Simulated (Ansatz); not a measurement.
# CH₂BN: how energies converge with the basis set

Aim: see how fast density functionals and correlated methods converge with the basis set for CH₂BN.

Method: one geometry, several basis sets; program: Ansatz 0.2.0, Gaussian basis.

Plan: PBE0-D4/def2-SVP; ωB97M-V/def2-SVP; PBE0-D4/def2-QZVPP; ωB97M-V/def2-QZVPP; CCSD(T)/cc-pV(D+d)Z; CCSD(T)/cc-pV(T+d)Z; CCSD(T)/cc-pV(Q+d)Z; the functionals' def2-TZVPP values are taken from earlier runs.

## (1) The geometry

An earlier PBE0-D4 in a triple-zeta def2 set relaxation fixed the geometry.

SMILES `B1C=N1`, 5 atoms, charge 0, spin multiplicity 1.

Atoms are counted from 1 here; the program's logs count them from 0.

Bond lengths: B1–C2 1.439 Å, B1–N3 1.431 Å, B1–H4 1.179 Å, C2–N3 1.302 Å, C2–H5 1.086 Å. Angles: C2–B1–N3 54.0°, C2–B1–H4 161.4°, N3–B1–H4 144.6°, B1–C2–N3 62.7°, B1–C2–H5 167.0°, N3–C2–H5 130.3°, B1–N3–C2 63.3°.

## (2) PBE0-D4 in def2-SVP

in.yaml

```yaml
crystal:
  periodic: [false, false, false]
  atoms:
    - {symbol: B, position_ang: [-0.670718, -0.126628, -0.276306]}
    - {symbol: C, position_ang: [0.617773, 0.294074, 0.208075]}
    - {symbol: N, position_ang: [0.354932, -0.980919, 0.239668]}
    - {symbol: H, position_ang: [-1.759455, -0.095879, -0.727952]}
    - {symbol: H, position_ang: [1.507367, 0.835651, 0.515115]}
basis:
  gaussian: {orbitals: def2-SVP}
hamiltonian: {xc: pbe0, dispersion: d4}
output: {orbitals: {seedname: orbitals}}
```

Started as:

```console
ansatz run in.yaml --threads 2 --pin off --events-out ev --progress --plain --max-ram 4352MiB
```

The runs that follow: ωB97M-V in def2-SVP; PBE0-D4 in def2-QZVPP; ωB97M-V in def2-QZVPP; CCSD(T) in cc-pV(D+d)Z; CCSD(T) in cc-pV(T+d)Z; CCSD(T) in cc-pV(Q+d)Z.

**Question.** What will the summary of the whole plan be? Wanted: MP2 correlation recovered, cc-pV(D+d)Z; MP2 correlation recovered, cc-pV(T+d)Z; MP2 correlation recovered, cc-pV(Q+d)Z; CCSD(T) limit from def2 sets; PBE0-D4: double and triple zeta above quadruple; ωB97M-V: double and triple zeta above quadruple.

**Answer**, as computed:

| quantity | value |
| --- | --- |
| MP2 correlation recovered, cc-pV(D+d)Z | 73.1 % |
| MP2 correlation recovered, cc-pV(T+d)Z | 89.7 % |
| MP2 correlation recovered, cc-pV(Q+d)Z | 95.7 % |
| CCSD(T) limit from def2 sets (earlier runs) less the limit of this series | 16 meV |
| PBE0-D4: double and triple zeta above quadruple | 3.78, 0.19 eV |
| ωB97M-V: double and triple zeta above quadruple | 3.91, 0.17 eV |

**Reading.** For PBE0-D4 the step from double to triple zeta gains 3.59 eV and the next only 0.19 eV. Correlation climbs from 73 % (cc-pV(D+d)Z) to 96 % (cc-pV(Q+d)Z) of the limit; Hartree-Fock is 0.068 eV from its own by then. A limit from the def2 sets, made apart, differs by 16 meV, a least measure of the doubt on such a limit. Total energies overstate the basis error of differences, where much of it tends to cancel.
